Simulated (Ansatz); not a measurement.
in.yaml

```yaml
crystal:
  periodic: [false, false, false]
  atoms:
    - {symbol: B, position_ang: [0.104364, -0.917981, 1.948468]}
    - {symbol: Si, position_ang: [-0.060510, 0.574549, 0.752398]}
    - {symbol: Cl, position_ang: [0.016111, -0.175223, -1.190206]}
basis:
  gaussian: {orbitals: cc-pVDZ}
magnetization: {spin_polarized: false}
correlation: {method: ccsd_t, electrons: outside_noble_gas}
```

```sh
$ ansatz run in.yaml --threads 1 --pin off --events-out ev --progress --plain --max-ram 2393MiB
```

(1) Roughly how long does this take on 1 thread of Intel Xeon, shared host, and how much host memory?

```
512 factors; integrals over basis functions are off by at most 8.5e-4 eV
mean field evaluation 1: about -21031.5068 eV, gradient 1.1e1 eV
mean field evaluation 2: about -21031.6884 eV, gradient 1.2e1 eV
mean field evaluation 4: about -21032.4449 eV, gradient 1.8e0 eV
mean field evaluation 8: about -21032.5077 eV, gradient 3.6e-1 eV
mean field evaluation 16: about -21032.5153 eV, gradient 4.9e-6 eV
mean field evaluation 32: about -21033.0921 eV, gradient 1.3e-2 eV
mean field evaluation 64: about -21032.5153 eV, gradient 1.5e-5 eV
mean field evaluation 96: about -21033.0784 eV, gradient 4.4e-1 eV
mean field evaluation 128: about -21028.6379 eV, gradient 1.1e1 eV
mean field evaluation 160: about -21029.9498 eV, gradient 1.1e-3 eV
mean field evaluation 192: about -21029.9829 eV, gradient 1.6e0 eV
mean field evaluation 224: about -21033.0922 eV, gradient 2.4e-2 eV
mean field evaluation 256: about -21026.6433 eV, gradient 3.2e-1 eV
mean field -21033.09223644 eV, -772.9518829473 hartree, gradient 2.2e-6 eV, S^2 0.000000; 8 other end points of the search recorded, 0 dependent functions left out; unrestricted orbitals would lower it
mean field evaluation 288: about -21034.4517 eV, gradient 1.1e-3 eV
determinant -21033.09223644 eV, -772.9518829473 hartree, with singles and doubles -21041.42642749 eV, -773.2581588190 hartree
determinant -21032.51529466 eV, -772.9306807278 hartree, with singles and doubles -21041.76534262 eV, -773.2706137204 hartree
determinant -21029.94983448 eV, -772.8364018052 hartree, with singles and doubles -21038.81481675 eV, -773.1621838948 hartree
determinant -21033.09223644 eV, -772.9518829473 hartree, with singles and doubles -21041.43784493 eV, -773.2585784024 hartree
determinant -21032.51529466 eV, -772.9306807278 hartree, with singles and doubles -21041.76700308 eV, -773.2706747411 hartree
mean field evaluation 320: about -21032.5150 eV, gradient 2.1e-2 eV
unrestricted determinant -21034.45168144 eV, -773.0018416296 hartree, S^2 1.2900
11 core orbitals not correlated: weight in the atoms' cores, before any rotation towards them, 1.000 or more for the frozen orbitals, at most 0.000 for the correlated occupied ones
reference -21032.51529466 eV, -772.9306807278 hartree; 7, 7 occupied and 32, 32 virtual orbitals, 512 factors
second order -8.12733382 eV of doubles, -0.00000000 eV of singles
cycle   1  -9.25170499 eV  change    3.4e-6 eV  update   3.2e-6
perturbative correction -0.51871876 eV, -0.0190625627 hartree
Total energy: -21042.28571840 eV, -773.2897371776 hartree
```

Answers

(1) 21 s wall and 0.11 GiB.
